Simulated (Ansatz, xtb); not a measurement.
## Ranking isomers of C2H6S

3 gas-phase structures of C2H6S, found in a search over its isomers (lower ones may exist). Each was relaxed with GFN2-xTB:

A. `C=[SH]C`, a singlet
B. `CCS`, a singlet
C. `CSC`, a singlet

Question: Which do you expect lowest at r2SCAN-D4/def2-SVP, and how would the others follow?

Answer: Calculated order at r2SCAN-D4/def2-SVP: B (0.0), C (13.8), A (270.1) kJ/mol.

Energies above the lowest of each column, in kJ/mol; the last columns are at PBE0-D4/def2-TZVP geometries:

```csv
structure,GFN2-xTB,HF/STO-3G,r2SCAN-D4/def2-SVP,PBE0-D4/def2-TZVP,CCSD(T)/def2-TZVP
B,0.0,16.9,0.0,0.0,0.0
C,17.6,0.0,13.8,5.1,7.2
A,286.5,537.6,270.1,237.5,256.1
```

CCSD(T)/def2-TZVP puts B lowest; HF/STO-3G picks C. Flexible structures stand in one conformer each, not always the lowest.

Programs: Ansatz 0.2.0, xtb 6.7.1.
